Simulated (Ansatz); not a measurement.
Consider vertical energies of changing the electron count of C3H7, SMILES [CH2]CC (Ansatz 0.2.0, Python API).

The script, `ip.py`:
```python
# -*- coding: utf-8 -*-
'''Vertical ionisation energy and electron affinity of C3H7.'''

import ansatz as az
from ase import Atoms


def single_point(molecule, charge=0, unpaired=0):
    calc = molecule.calculation().basis(gaussian='def2-SVPD').correlation('ccsd_t')
    if charge:
        calc = calc.charge(charge)
    if unpaired:
        calc = calc.spin('collinear', total=unpaired)
    report = calc.run(threads=1, pin='off').report
    if report['published_state_doubts']:
        print('  doubts:', report['published_state_doubts'])
    return report['free_energy_ev']

atoms = Atoms(['C', 'C', 'C', 'H', 'H', 'H', 'H', 'H', 'H', 'H'], positions=[
    (-1.0848, 0.3773, -0.6918),
    (0.2701, 0.467, -0.2144),
    (0.5584, -0.6854, 0.7055),
    (-1.5277, -0.5129, -0.9555),
    (-1.6268, 1.3312, -1.022),
    (0.4374, 1.4319, 0.3122),
    (0.9797, 0.4512, -1.0684),
    (1.6646, -0.6004, 1.0627),
    (-0.0603, -0.6623, 1.639),
    (0.4725, -1.6489, 0.2356),
])
molecule = az.Crystal.molecule_from_ase(atoms)

# total-energy differences at one geometry
parent = single_point(molecule, 0, 1)
cation = single_point(molecule, 1, 0)
print(f'E(N)   = {parent:.5f} eV')
print(f'E(N-1) = {cation:.5f} eV  (0 unpaired)')
print(f'vertical ionisation energy {cation - parent:.3f} eV')
anion = single_point(molecule, -1, 0)
print(f'E(N+1) = {anion:.5f} eV  (0 unpaired)')
print(f'vertical electron affinity {parent - anion:.3f} eV' + ('' if anion < parent else ' (unbound in this basis)'))
print(f'fundamental gap IP - EA = {cation + anion - 2 * parent:.3f} eV')
```

What does it cost to change the electron count at this fixed geometry?

At this unrelaxed geometry removing an electron costs 8.29 eV and an added one is unbound in this basis (by 0.80 eV).

What the script printed:

```console
$ python ip.py
E(N)   = -3211.83549 eV
E(N-1) = -3203.54156 eV  (0 unpaired)
vertical ionisation energy 8.294 eV
E(N+1) = -3211.03771 eV  (0 unpaired)
vertical electron affinity -0.798 eV (unbound in this basis)
fundamental gap IP - EA = 9.092 eV
```

Notes:
- Total energies depend on the basis set; only differences at equal settings carry meaning.
- The geometry is a force-field or estimated start, not a minimum of this method, and the basis set is short of its limit. All parts are taken at fixed geometry, without zero-point energy. At an unrelaxed start these energies can be a whole eV from those at the minimum, and a small affinity can change sign.
- The species is open-shell (spin multiplicity 2).
- Only the spin states typed were run; another state of an ion can lie lower, by up to an eV or two.
- A negative electron affinity means that the anion is unbound here; its size hangs on the basis and tends to about zero as the basis grows, and so does its part in any gap built on it.
- Hardware and time: 71 s on 1 thread of Arm Neoverse V2, on a shared host, peak memory 1.4 GiB.
